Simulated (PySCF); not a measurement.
Working out the ionisation energy of N

N [He] 2s2 2p3 (4S) → N+ [He] 2s2 2p2 (3P). Calculation: PySCF 2.14, in aug-cc-pVQZ-DK; the spin-free X2C one-electron Hamiltonian (Gaussian nucleus). Frozen: 1s2. Energies in hartree (1 hartree = 27.21139 eV):

```csv
part,N (lower),N+ (upper)
UHF,-54.433065,-53.922739
CCSD correlation,-0.118836,-0.097583
(T),-0.002900,-0.001835
```

Task: What does Hartree-Fock give?

Result: (-53.922739) − (-54.433065) = 0.510326 hartree = 13.887 eV.

Task: What do CCSD and CCSD(T) give?

Result: The CCSD correlation energies differ by 0.021253 hartree = 0.578 eV and the triples by 0.001065 hartree = 0.029 eV, so CCSD gives 14.465 eV and CCSD(T) 14.494 eV.

Measured between the centres of the two terms (NIST): 14.545 eV, so CCSD(T) (valence) is off by -0.051 eV.

What remains against the reference includes basis incompleteness, the frozen core and higher excitations.
